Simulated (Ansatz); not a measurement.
We consider zinc-blende MgS (metastable phase), described by r²SCANh in Ansatz (plane waves, PAW).

Numerical settings: plane-wave cutoff 520 eV, 8×8×8 k mesh, Fermi–Dirac smearing 0.01 eV, scalar-relativistic PAW data made under PBE.

The cell is scaled about its equilibrium volume:

| V (Å³/atom) | P (GPa) | direct gap at Γ (eV) |
|---|---|---|
| 21.474 | 3.46 | 5.023 |
| 22.040 | 1.63 | 4.877 |
| 22.678 | -0.19 | 4.720 |
| 23.170 | -1.42 | 4.604 |
| 23.735 | -2.68 | 4.476 |

A straight line through the gaps at Γ against ln V gives a volume deformation potential dE_g(Γ)/d ln V of -5.5 eV: the gap at Γ widens under compression.

Measured, for comparison: band gap 4.78 ± 0.1 eV (temperature not stated, extrapolated in composition from an alloy gap of 4.19 eV, direct; extrapolated from a Zn0.2Mg0.8S0.645Se0.355 epilayer; as tabulated in Lucero et al. (2012), arXiv:1111.4515).

Ansatz is a first-principles code.
